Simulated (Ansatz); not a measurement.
The same path of AlFH2 + H4Si (9 atoms, charge 0, multiplicity 1) was run twice with different band settings. Lost on the way: Si5–H9. Made: Al1–Si5, F2–H9.

These are results of Ansatz 0.2.0, RKS PBE/def2-SVP, not measurements.

Relaxed end points:

```xyz
9
Properties=species:S:1:pos:R:3
Al -0.079 0.196 0.133
F 0.245 1.325 1.348
H 1.171 -0.317 -0.722
H -1.610 -0.022 -0.255
Si 0.174 -2.779 1.123
H -0.341 -2.929 -0.275
H 1.628 -3.118 1.224
H -0.656 -3.559 2.098
H 0.020 -1.315 1.527
```

```xyz
9
Properties=species:S:1:pos:R:3
Al 0.062 -0.279 -0.183
F -0.227 0.034 1.805
H 1.451 0.460 -0.475
H -1.328 0.175 -0.833
Si 0.196 -2.637 0.618
H -0.907 -3.633 0.366
H 1.503 -3.387 0.687
H -0.039 -2.321 2.143
H -0.160 -0.929 2.071
```

Common settings: movable images 5; climbing image yes; optimiser quadratic models (default); start path through a guess of the saddle point; force threshold 0.05 eV/Å; iteration limit 60; end points relaxed.

| run | spring |
| --- | --- |
| 1 | 5.0 eV/Å² |
| 2 | 0.5 eV/Å² |

**Question.** What does each run give, and how far can it be trusted?

**Answer.** Run 1: converged after 13 iterations, highest image 1.514 eV above the first end. A vibrational analysis at the climbing image gives 2 clearly imaginary modes (390i, 69i cm⁻¹): a point of higher order. A lower path may pass nearby, or the ends, which weren't checked, may share the extra mode.
Run 2: converged after 14 iterations, highest image 1.515 eV above the first end. Another band between the same ends (5 images) ends at a top of the same energy, where a vibrational analysis finds 2 clearly imaginary modes.
The orbitals stay closed-shell, which can raise the energy where a bond breaks towards radicals; this wasn't checked here.
